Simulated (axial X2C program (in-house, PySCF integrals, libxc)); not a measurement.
# Outer orbitals of AlP⁻ at 2.143 Å, r2SCAN

Calculated with an in-house relativistic program for diatomic molecules. Spin-free means the one-electron spin-free X2C Hamiltonian; two-component (2c) means X2C with spin–orbit coupling and atomic mean-field two-electron Coulomb and Gaunt terms, so the difference of the two also holds small scalar two-electron terms. Basis: P dyall-av3z [9s8p3d2f], Al dyall-av3z [9s9p3d2f] (cores contracted in-house); Gaussian nuclei, density fitting, unrestricted open shells. Masses: P 30.974 u, Al 26.982 u.

The distance is close to the 2c PBE0 minimum; the highest filled and lowest empty levels are listed.

Spin-free orbitals, state M_S = 1/2, Λ = 0 (beyond evenly filled blocks: σα) (Löwdin shares):

```json
{"symmetry": "σα", "occupied": "yes", "ε (eV)": "-8.82", "atomic character": "62% P s, 12% Al p, 12% Al s"}
{"symmetry": "σβ", "occupied": "yes", "ε (eV)": "-8.16", "atomic character": "63% P s, 13% Al s, 13% Al p"}
{"symmetry": "σα", "occupied": "yes", "ε (eV)": "-3.11", "atomic character": "40% Al s, 40% P p, 7% P s"}
{"symmetry": "σβ", "occupied": "yes", "ε (eV)": "-2.34", "atomic character": "41% Al s, 39% P p, 8% P s"}
{"symmetry": "σα", "occupied": "yes", "ε (eV)": "-0.52", "atomic character": "38% Al p, 37% P p, 15% Al s"}
{"symmetry": "π-α", "occupied": "yes", "ε (eV)": "0.04", "atomic character": "64% P p, 26% Al p, 5% Al d"}
{"symmetry": "π+α", "occupied": "yes", "ε (eV)": "0.04", "atomic character": "64% P p, 26% Al p, 5% Al d"}
{"symmetry": "π-β", "occupied": "yes", "ε (eV)": "0.15", "atomic character": "63% P p, 27% Al p, 6% Al d"}
{"symmetry": "π+β", "occupied": "yes", "ε (eV)": "0.15", "atomic character": "63% P p, 27% Al p, 6% Al d"}
{"symmetry": "σβ", "occupied": "no", "ε (eV)": "0.94", "atomic character": "35% P p, 34% Al p, 20% Al s"}
{"symmetry": "π-α", "occupied": "no", "ε (eV)": "2.55", "atomic character": "75% Al p, 12% Al d, 7% P p"}
{"symmetry": "π+α", "occupied": "no", "ε (eV)": "2.55", "atomic character": "75% Al p, 12% Al d, 7% P p"}
{"symmetry": "σβ", "occupied": "no", "ε (eV)": "2.61", "atomic character": "89% Al p, 9% Al s"}
```

The highest filled level is positive, so this functional does not bind it, and the empty levels of an anion are set by the basis.

Spinors with spin–orbit coupling (state Ω = 1/2):

```json
{"ω": "1/2", "occupied": "yes", "ε (eV)": "-8.82", "atomic character": "62% P s, 12% Al p, 12% Al s", "λ mixture": "100% σ"}
{"ω": "-1/2", "occupied": "yes", "ε (eV)": "-8.16", "atomic character": "63% P s, 13% Al s, 13% Al p", "λ mixture": "100% σ"}
{"ω": "1/2", "occupied": "yes", "ε (eV)": "-3.11", "atomic character": "40% Al s, 40% P p, 7% P s", "λ mixture": "100% σ"}
{"ω": "-1/2", "occupied": "yes", "ε (eV)": "-2.34", "atomic character": "41% Al s, 39% P p, 8% P s", "λ mixture": "100% σ"}
{"ω": "1/2", "occupied": "yes", "ε (eV)": "-0.52", "atomic character": "38% Al p, 37% P p, 15% Al s", "λ mixture": "100% σ"}
{"ω": "-1/2", "occupied": "yes", "ε (eV)": "0.03", "atomic character": "64% P p, 26% Al p, 5% Al d", "λ mixture": "100% π"}
{"ω": "3/2", "occupied": "yes", "ε (eV)": "0.05", "atomic character": "64% P p, 26% Al p, 5% Al d", "λ mixture": "100% π"}
{"ω": "1/2", "occupied": "yes", "ε (eV)": "0.14", "atomic character": "63% P p, 27% Al p, 6% Al d", "λ mixture": "100% π"}
{"ω": "-3/2", "occupied": "yes", "ε (eV)": "0.16", "atomic character": "62% P p, 27% Al p, 6% Al d", "λ mixture": "100% π"}
{"ω": "-1/2", "occupied": "no", "ε (eV)": "0.94", "atomic character": "35% P p, 34% Al p, 20% Al s", "λ mixture": "100% σ"}
{"ω": "-1/2", "occupied": "no", "ε (eV)": "2.55", "atomic character": "75% Al p, 12% Al d, 7% P p", "λ mixture": "100% π"}
{"ω": "3/2", "occupied": "no", "ε (eV)": "2.55", "atomic character": "75% Al p, 12% Al d, 7% P p", "λ mixture": "100% π"}
{"ω": "-1/2", "occupied": "no", "ε (eV)": "2.61", "atomic character": "90% Al p, 8% Al s", "λ mixture": "100% σ"}
```

The highest filled level is positive, so this functional does not bind it, and the empty levels of an anion are set by the basis.

Mulliken charges and populations of the two-component result (they depend on the basis, above all on diffuse functions):

P -0.51 e (s 5.72 p 9.76 d 0.03), Al -0.49 e (s 5.71 p 7.65 d 0.12 f 0.02). ⟨Lz⟩ = 0.00 ħ and ⟨Sz⟩ = 0.50 ħ (0.26 and 0.24 on the two atoms), which add up to Ω.

Occupations by symmetry block were frozen at the best pattern of an incomplete PBE0 search. Density functionals use the spin component along the axis (collinear). Other states lie close and PBE0, whose exact exchange favours high spin, may order them wrongly; the determinant shown need not be the ground state. The nearest other spin-free determinant of the search, M_S = 1/2, Λ = 1, lies 0.16 eV up at the distance of the search. The highest occupied level of some functionals is positive through self-interaction error; at Hartree–Fock it is bound.
